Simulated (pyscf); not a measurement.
**Four-centre exchange: water (H₂O) + Cl–Sn•(Cl)–Cl -> HO–Sn•(Cl)–Cl + hydrogen chloride (HCl)**

Gas phase, doublet surface, charge 0. Bonds broken: O1–H6, Sn2–Cl3. Bonds formed: O1–Sn2, Cl3–H6. Structures and frequencies: ωB97X-D3(BJ)/def2-SVP in PySCF.

Transition state (Å):

```xyz
7

O      0.4568     0.1501     1.3092
Sn     0.0363     0.1277    -0.6942
Cl     1.1674     2.6178     0.3739
Cl     0.6190    -2.1268    -1.1245
Cl    -2.2986     0.3596    -0.7374
H      0.9971     1.5119     1.1971
H      0.8788    -0.6444     1.6658
```

One imaginary mode, 233i cm⁻¹; descent along it reached the two sides named, in the forms told below.

```
bond     change  reactant side (Å)  saddle  product side
-------  ------  -----------------  ------  ------------
O1–H6    breaks              0.972   1.469         1.727
Sn2–Cl3  breaks              2.422     2.9           3.1
O1–Sn2    forms              2.337   2.047         2.014
Cl3–H6    forms              2.533   1.389         1.321
```

Electronic energies relative to the separated reactants (kcal/mol):

```
level                   barrier  reaction energy  reverse barrier
----------------------  -------  ---------------  ---------------
ωB97X-D3(BJ)/def2-TZVP     12.1            +17.4             -5.3
PBE/def2-TZVP               7.3            +14.1             -6.8
r²SCAN/def2-TZVP            7.8            +14.5             -6.7
B3LYP-D3(BJ)/def2-TZVP      9.8            +15.5             -5.7
PBE0-D3(BJ)/def2-TZVP       9.6            +16.3             -6.6
M06-2X/def2-TZVP            9.8            +15.5             -5.7
ωB97M-D3(BJ)/def2-TZVP     11.1            +14.9             -3.8
HF/def2-TZVP               24.7            +17.1              7.6
```

With ωB97M-D3(BJ)/def2-TZVP energies and thermal terms (ideal gas, 1 atm, RRHO with modes under 100 cm⁻¹ raised to 100, one conformer, R ln 2 for chiral ones without a mode under 150 cm⁻¹), in kcal/mol:

```
T (K)   ΔH‡   ΔG‡     ΔH     ΔG
-----  ----  ----  -----  -----
298     9.1  19.5  +13.1  +12.5
600     9.3  30.0  +13.5  +11.8
900    10.0  40.1  +14.0  +10.9
1200   10.9  50.0  +14.5   +9.8
```

On the reactant side the descent ends in an adduct with a O–Sn contact, 10.0 kcal/mol under the separated species and 22.1 kcal/mol under the saddle at ωB97X-D3(BJ)/def2-TZVP. On the product side the descent ends in a complex, 7.0 kcal/mol under the separated species and 1.7 kcal/mol under the saddle at ωB97X-D3(BJ)/def2-TZVP. At ωB97X-D3(BJ)/def2-TZVP, PBE, r²SCAN, B3LYP-D3(BJ), PBE0-D3(BJ), M06-2X, ωB97M-D3(BJ) the saddle lies under the separated products, which points to a path from their complex (located at ωB97X-D3(BJ) alone), and parting the products costs more than the saddle. What is counted as formed (O–Sn) is already present as a longer contact in the reactant adduct; forming that adduct is a step of its own. This is the saddle that the search found; another between the same sides may lie lower. Elements past Kr carry the def2 core potentials, without spin-orbit coupling.
